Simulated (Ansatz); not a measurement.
# B₂Cl (doublet): wave-function methods side by side, cc-pVDZ

The task here is to estimate one member of a computed series from the others.

Program: Ansatz 0.2.0, Gaussian basis. Level of theory: cc-pVDZ, core rule «outside noble gas», up to 7 orbitals frozen. These are calculated values, not measurements.

The runs, in order: UHF; CCSD(T) on ROHF; CCSD(T) on UHF; BCCD(T) on ROHF; CISD; CCSDT(Q) on ROHF; CCSDT(Q) on UHF.

32 further runs of the same task are left out: 7 for a known fault of the program, 14 that didn't finish, 11 set aside as unsound or not needed.

### What is computed

The geometry is a PBE0/def2-TZVP stationary point (not a proven minimum) of the parent state, kept for this charge and spin.

3 atoms, charge 0, spin multiplicity 2.

Atoms are counted from 1 here; the program's logs count them from 0.

Bond lengths: B1–B2 1.516 Å, B2–Cl3 1.683 Å. Angles: B1–B2–Cl3 180.0°.

The first run:

Input file in.yaml:

```yaml
crystal:
  periodic: [false, false, false]
  atoms:
    - {symbol: B, position_ang: [0.000000, 0.000000, -1.572000]}
    - {symbol: B, position_ang: [0.000000, 0.000000, -0.055600]}
    - {symbol: Cl, position_ang: [0.000000, 0.000000, 1.627600]}
basis:
  gaussian: {orbitals: cc-pVDZ}
magnetization: {spin_polarized: true, initial_magnetization: 1}
hamiltonian: {xc: hf}
output: {orbitals: {seedname: orbitals}}
```

Started as:

```sh
ansatz run in.yaml --threads 1 --pin off --events-out ev --progress --plain --max-ram 2393MiB
```

Among the steps run: UHF; CCSD(T) on ROHF; CCSD(T) on UHF; BCCD(T) on ROHF; CISD; CCSDT(Q) on ROHF; CCSDT(Q) on UHF.

One table of the session follows, with a row left open; its other results are not shown here.

It belongs to the step «Misses and costs». 

| method | from RCCSDT(Q) (meV) |
| --- | --- |
| ROHF | +8228.8 |
| RMP2 | +1455.8 |
| UMP2 | +1043.9 |
| CISD | ? |
| RCCSD | +494.3 |
| UCCSD | -142.3 |
| RCCSD(T) | +212.5 |
| UCCSD(T) | -613.4 |
| BCCD(T) | +211.3 |
| RCCSDT | +81.4 |
| UCCSDT | -967.3 |
| RCCSDT(Q) | 0 |
| UCCSDT(Q) | -1150.5 |

**Question.** Estimate the row for CISD.

**Answer.** from RCCSDT(Q) (meV): +1259.4. In the column «from RCCSDT(Q) (meV)» it lies between UMP2 (+1043.9) and RMP2 (+1455.8).

Left out of the table: UHF (another determinant or state than the rows shown).

Caveats from the session: The determinant is far from a pure spin state, so its energy mixes those of several spin states (harmless only where they are near-degenerate, as at dissociation). The report flags that the cluster equations may have other roots. The program flags UCCSD(T), RCCSDT(Q), UCCSDT(Q) as in doubt, so the zero of the table is itself unsure. Warnings: spin contamination; coupled cluster took another determinant than the lowest. Restricted and unrestricted rows rest on different reference determinants; where their highest levels disagree by more than a few hundredths of an eV, they describe different states and don't form one ladder.
